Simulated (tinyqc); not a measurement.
Worked calculation: UHF in the sto-3g basis, for HF, spin multiplicity 1. This run ends on a higher stationary point, not on the lowest solution. Computed by tinyqc, a small Python program that keeps every step (integrals from PySCF). Settings: charge = 0, multiplicity = 1, basis = sto-3g, energy threshold = 1e-10, iteration cap = 79, orthogonalisation = symmetric, start = core, DIIS depth = 0, method = UHF, break = 0.7. Command: `OMP_NUM_THREADS=1 python tinyqc.py 30654 30655 out.jsonl` (the two numbers bound the seeds that draw the settings). One thread of a shared host (Intel(R) Xeon(R) Processor @ 2.60GHz), about 0.1 s of CPU time with the checks.

Geometry (angstrom):
```
atom         x         y         z
F     0.000000  0.000000  0.000000
H     0.000000  0.000000  1.828000
```

Stop when the energy changes by less than 1e-10 hartree and every element of the error matrix X^T (F D S - S D F) X (for each spin) is below 3e-06.

Course of the cycle:
```
iteration   E (hartree)     change  largest element of the error matrix
1          -98.12877918          -                             4.76e-02
2          -98.16842088  -3.96e-02                             4.94e-02
3          -98.20876083  -4.03e-02                             5.98e-02
4          -98.24624460  -3.75e-02                             3.98e-02
5          -98.26897134  -2.27e-02                             3.48e-02
6          -98.28257553  -1.36e-02                             2.33e-02
7          -98.28988657  -7.31e-03                             1.77e-02
8          -98.29420243  -4.32e-03                             1.35e-02
9          -98.29678513  -2.58e-03                             1.08e-02
10         -98.29844478  -1.66e-03                             8.64e-03
11         -98.29954433  -1.10e-03                             7.17e-03
12         -98.30030666  -7.62e-04                             5.97e-03
13         -98.30084977  -5.43e-04                             5.10e-03
14         -98.30124849  -3.99e-04                             4.37e-03
...                 ...        ...                                  ...
66         -98.45777458  -1.70e-05                             2.29e-03
67         -98.45779108  -1.65e-05                             2.25e-03
68         -98.45780711  -1.60e-05                             2.22e-03
69         -98.45782266  -1.56e-05                             2.19e-03
70         -98.45783775  -1.51e-05                             2.16e-03
71         -98.45785239  -1.46e-05                             2.12e-03
72         -98.45786661  -1.42e-05                             2.09e-03
73         -98.45788040  -1.38e-05                             2.06e-03
74         -98.45789377  -1.34e-05                             2.03e-03
75         -98.45790675  -1.30e-05                             2.00e-03
76         -98.45791934  -1.26e-05                             1.97e-03
77         -98.45793156  -1.22e-05                             1.94e-03
78         -98.45794341  -1.18e-05                             1.91e-03
79         -98.45795490  -1.15e-05                             1.88e-03
```

Can the last value be used, and what does the course show?

Not by the stop rule. Not converged within the cap of 79 iterations: the residual falls steadily but slowly, by a factor of about 0.98 a step. Reruns (cap 100 unless said): DIIS 8: converged in 28 to a higher stationary point; damping 0.5: not converged; level shift 0.5: not converged; atomic densities as start, DIIS 8: converged in 9 to a higher stationary point; the original settings with a cap of 400: not converged. PySCF UHF in the same basis, after a stability check = -98.45831601 hartree.
